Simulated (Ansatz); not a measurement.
## C3H5Cl (SMILES C/C=C/Cl): from total energies to a heat of formation

C3H5Cl: 9 atoms, total charge 0, spin state singlet. As SMILES, `C/C=C/Cl`. Geometry: relaxed at PBE0-D4/def2-TZVP.

Total energies at B2PLYP/cc-pVDZ, 8 core orbitals frozen (Ansatz 0.2.0); the atoms run unrestricted:

```
species    state  energy (Eh)
 C3H5Cl  singlet  -577.228435
      C  triplet   -37.815961
     Cl  doublet  -459.999667
      H  doublet    -0.497925
```

Harmonic wavenumbers at PBE0-D4/def2-TZVP, in cm⁻¹: 205, 239, 258, 430, 792, 822, 966, 975, 1063, 1124, 1267, 1317, 1406, 1469, 1479, 1719, 3041, 3098, 3132, 3179, 3209.

Measured heats of formation of the gaseous atoms at 298.15 K, in kJ/mol: C 716.9, Cl 121.3, H 218.0. Spin-orbit lowering of the atoms at 298 K (mean of the ground term's levels less their thermal mean, from spectra), in kJ/mol: C 0.02, Cl 3.44. Take 1 Eh = 2625.50 kJ/mol, 1 cm⁻¹ = 0.0119627 kJ/mol, RT = 2.479 kJ/mol.

Q: Work out the heat of formation of the gas at 298 K.

A: 
1. Electronic atomisation energy: 3 × (-37.815961) + (-459.999667) + 5 × (-0.497925) − (-577.228435) = 1.291260 Eh = 3390.2 kJ/mol.
2. Zero-point energy: half the sum of the wavenumbers, 15595 cm⁻¹ = 186.6 kJ/mol.
3. Thermal vibrational enthalpy, Σ hcν̃/(exp(hcν̃/kT) − 1): 5.6 kJ/mol. Translation, rotation and pV of a non-linear molecule: 4 RT = 9.9 kJ/mol.
4. The 9 free atoms carry 5/2 RT each: 55.8 kJ/mol.
5. Spin-orbit coupling lowers the free atoms by 3 × 0.02 + 3.44 = 3.5 kJ/mol.
6. Atomisation enthalpy at 298 K: 3390.2 − 3.5 − 186.6 − 5.6 − 9.9 + 55.8 = 3240.4 kJ/mol.
7. Sum of the atoms' heats of formation: 3362.0 kJ/mol. Heat of formation: 3362.0 − 3240.4 = +121.6 kJ/mol.

No measured value is set beside it here. A double-zeta basis underbinds. Anharmonicity and any spin-orbit splitting of the molecule are left out, and so is core correlation.
